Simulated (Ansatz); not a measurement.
Cubic perovskite KTaO₃ was calculated with r²SCAN in Ansatz (PAW).

Numerical settings: plane-wave cutoff 600 eV, 6×6×6 k mesh, finite displacements, scalar-relativistic PAW data made under PBE.

Cell (relaxed at this level):

```cif
data_KO3Ta
_chemical_formula_sum 'K1 Ta1 O3'
_space_group_name_H-M_alt 'Pm-3m'
_space_group_IT_number 221
_space_group_name_Hall '-P 4 2 3'
_cell_length_a 3.99019
_cell_length_b 3.99019
_cell_length_c 3.99019
_cell_angle_alpha 90.000
_cell_angle_beta 90.000
_cell_angle_gamma 90.000
loop_
_atom_site_label
_atom_site_type_symbol
_atom_site_symmetry_multiplicity
_atom_site_Wyckoff_symbol
_atom_site_fract_x
_atom_site_fract_y
_atom_site_fract_z
_atom_site_occupancy
K1 K 1 a 0.00000 0.00000 0.00000 1
Ta1 Ta 1 b 0.50000 0.50000 0.50000 1
O1 O 3 c 0.00000 0.50000 0.50000 1
```

Problem. What does this level give for the electronic dielectric constant ε∞?

Solution. 
- electronic dielectric constant ε∞: 4.90

Measured, for comparison: high-frequency dielectric constant 4.59 (300 K, copied from a table, unchecked, long-wavelength limit of the electronic terms of a dispersion formula fitted to measured refractive indices over 0.4-1.06 um; lattice terms left out; as tabulated in Fujii and Sakudo (1976), doi:10.1143/jpsj.41.888). Computed (rounded) less measured: high-frequency dielectric constant not scored (unchecked).

Note: the run finds an imaginary mode (38i cm⁻¹), so the cell is a saddle point at this level.

Spin–orbit coupling is not included.

Cost on a shared machine: very roughly 2.1 core-minutes.

Ansatz is a program for electronic structure.
